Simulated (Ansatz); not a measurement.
# B2H5 (doublet): from Hartree-Fock to the top rungs at distance B1–H4 along a hydrogen transfer = 1.110 Å, cc-pVDZ

An exercise on one series of results from a longer session: the logs are not shown, and one member is left open.

Method: cc-pVDZ, core rule «outside noble gas», up to 2 orbitals frozen; program: Ansatz 0.2.0, Gaussian basis.

Plan: UHF; CCSD(T) on ROHF; CCSD(T) on UHF; BCCD(T) on ROHF; CISD; CCSDT(Q) on ROHF; CCSDT(Q) on UHF; CASSCF and MRCISD+Q, 3 electrons in 3 orbitals; CASSCF and NEVPT2, 3 electrons in 3 orbitals; CASSCF and NEVPT2, 9 electrons in 9 orbitals.

7 further runs of the same task are left out: 4 that didn't finish, 3 set aside as unsound or not needed.

## The geometry

The geometry derives from fragments relaxed apart (PBE0/def2-TZVP) and kept rigid, so it is no stationary point. A hydrogen atom is moved between rigid fragments.

7 atoms, charge 0, spin multiplicity 2.

Atoms are counted from 1 here; the program's logs count them from 0.

Bond lengths: B1–H2 1.193 Å, B1–H3 1.193 Å, B1–H4 1.110 Å, B5–H6 1.191 Å, B5–H7 1.191 Å. Angles: H2–B1–H3 120.0°, H2–B1–H4 120.0°, H3–B1–H4 120.0°, H6–B5–H7 129.4°.

Geometry (Å):

```csv
atom,x (Å),y (Å),z (Å)
B1,-1.5070,0.0000,0.0000
H2,-2.1037,1.0336,0.0000
H3,-2.1037,-1.0336,0.0000
H4,-0.3970,0.0000,0.0000
B5,1.5520,0.0000,0.0000
H6,2.0611,0.0000,1.0770
H7,2.0611,0.0000,-1.0770
```

Set-up of the first run:

Input file in.yaml:

```yaml
crystal:
  periodic: [false, false, false]
  atoms:
    - {symbol: B, position_ang: [-1.507013, 0.000000, 0.000000]}
    - {symbol: H, position_ang: [-2.103746, 1.033571, 0.000000]}
    - {symbol: H, position_ang: [-2.103746, -1.033571, 0.000000]}
    - {symbol: H, position_ang: [-0.397013, 0.000000, 0.000000]}
    - {symbol: B, position_ang: [1.551987, 0.000000, 0.000000]}
    - {symbol: H, position_ang: [2.061060, 0.000000, 1.077008]}
    - {symbol: H, position_ang: [2.061060, 0.000000, -1.077008]}
basis:
  gaussian: {orbitals: cc-pVDZ}
magnetization: {spin_polarized: true, initial_magnetization: 1}
hamiltonian: {xc: hf}
output: {orbitals: {seedname: orbitals}}
```

The run is started by

```
$ ansatz run in.yaml --threads 1 --pin off --events-out ev --progress --plain --max-ram 2393MiB
```

Among the steps run: UHF; CCSD(T) on ROHF; CCSD(T) on UHF; BCCD(T) on ROHF; CISD; CCSDT(Q) on ROHF; CCSDT(Q) on UHF; CASSCF and MRCISD+Q, 3 electrons in 3 orbitals; CASSCF and NEVPT2, 3 electrons in 3 orbitals; CASSCF and NEVPT2, 9 electrons in 9 orbitals.

One table of the session follows, with a row left open; its other results are not shown here.

It belongs to the step «Misses and costs». 

| method | from UCCSDT(Q) (meV) |
| --- | --- |
| ROHF | +5825.9 |
| UHF | ? |
| RMP2 | +1314.6 |
| UMP2 | +1311.5 |
| CISD | +507.7 |
| RCCSD | +111.5 |
| UCCSD | +110.8 |
| RCCSD(T) | +24.3 |
| UCCSD(T) | +24.3 |
| BCCD(T) | +24.4 |
| RCCSDT | +2.3 |
| UCCSDT | +2.1 |
| RCCSDT(Q) | +0.3 |
| UCCSDT(Q) | 0 |
| CASSCF pair | +5462.7 |
| NEVPT2 pair | +1334.5 |
| CASSCF frontier | +4308.2 |
| NEVPT2 frontier | +1344.2 |

Q: Estimate the row for UHF from the others.

The run gave: from UCCSDT(Q) (meV): +5765.5. In the column «from UCCSDT(Q) (meV)» it lies between CASSCF pair (+5462.7) and ROHF (+5825.9).

Not comparable, so not listed: CASSCF and MRCISD+Q, 3 electrons in 3 orbitals (they don't share determinant, frozen orbitals or solution with the rows shown, or repeat one).

To keep in mind: Restricted and unrestricted rows rest on different reference determinants; where their highest levels disagree by more than a few hundredths of an eV, they describe different states and don't form one ladder. Warnings in the runs' records: passed over end.
